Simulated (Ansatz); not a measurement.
Total energies of the cluster B₃H⁻ from Ansatz at PBE-D4/def2-TZVPD, gas phase (1 Eh = 27.2114 eV = 2625.5 kJ/mol). The reference geometry is relaxed at PBE-D4/def2-TZVPD.

Cartesian coordinates in Å:
```
B -1.060 0.151 0.644
B -0.681 0.873 -0.646
B 0.335 -0.240 0.059
H 1.407 -0.784 -0.058
```

| state | geometry | energy (Eh) |
| --- | --- | --- |
| charge -1 doublet | reference | -74.91339 |
| charge 0 singlet | reference | -74.83366 |
| charge -1 quartet | relaxed at PBE-D4/def2-TZVPD | -74.83969 |

Work out the vertical ionisation energy to the singlet.

E(charge 0 singlet) − E(charge -1 doublet) = -74.83366 − (-74.91339) = 0.07973 Eh = 2.17 eV. For comparison, −ε of the highest occupied level of the spin that leaves is -0.80 eV at this level, 2.97 eV less.

Which of the charge -1 states is lowest, and how far above it are the others?

The doublet. quartet: -74.83969 − (-74.91339) = 0.07370 Eh = 193.5 kJ/mol.

At PBE-D4/def2-TZVPD the highest occupied level of the charge -1 doublet lies above zero (up to 0.80 eV). By energy differences its removal costs 2.17 eV (vertical, to the charge 0 singlet, at PBE-D4/def2-TZVPD); a positive level beside a positive removal energy at the same level points to self-interaction error. At PBE-D4/def2-TZVPD the highest occupied level of the charge -1 quartet lies above zero (up to 1.53 eV). It is a level of α spin, whose loss leaves a triplet; that state wasn't run at this geometry and level. The electron is either unbound and held by the finite basis, or the level is raised by self-interaction error. The restricted singlet is unstable towards broken spin symmetry in Hartree–Fock (as tested in another run); at PBE-D4/def2-TZVPD this wasn't settled. 

The structure comes from a short search, and lower isomers may exist.
